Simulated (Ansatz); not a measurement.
A calculation with Ansatz (development build ahead of 0.2.0).

```yaml
crystal:
  periodic: [false, false, false]
  atoms:
    - { symbol: C, position_ang: [0.0021, -0.00769, -1.45315] }
    - { symbol: C, position_ang: [-0.00361, -0.00329, -0.1297] }
    - { symbol: C, position_ang: [0.00712, 1.27451, 0.67134] }
    - { symbol: C, position_ang: [0.00789, -1.27474, 0.67265] }
    - { symbol: H, position_ang: [0.0004, -0.94303, -2.02714] }
    - { symbol: H, position_ang: [0.00862, 0.93133, -2.03424] }
    - { symbol: H, position_ang: [-0.00068, 2.15715, 0.025] }
    - { symbol: H, position_ang: [-0.8923, 1.32507, 1.33859] }
    - { symbol: H, position_ang: [0.89043, 1.31957, 1.34366] }
    - { symbol: H, position_ang: [0.00957, -2.16426, 0.03264] }
    - { symbol: H, position_ang: [0.88336, -1.33047, 1.33373] }
    - { symbol: H, position_ang: [-0.88952, -1.3284, 1.33924] }
basis:
  gaussian: { orbitals: STO-3G }
hamiltonian:
  xc: hf
correlation:
  method: mp2
  frozen_orbitals: { C: 1, H: 0 }
```

The input is written out in the form of the current development build from the run's settings.

The run gave:

```json
{
  "Converged": "yes",
  "Reference energy": "-154.24182 hartree",
  "Correlation energy": "-0.22574 hartree",
  "Total energy": "-154.46757 hartree",
  "Spin squared of the determinant": "0.000"
}
```
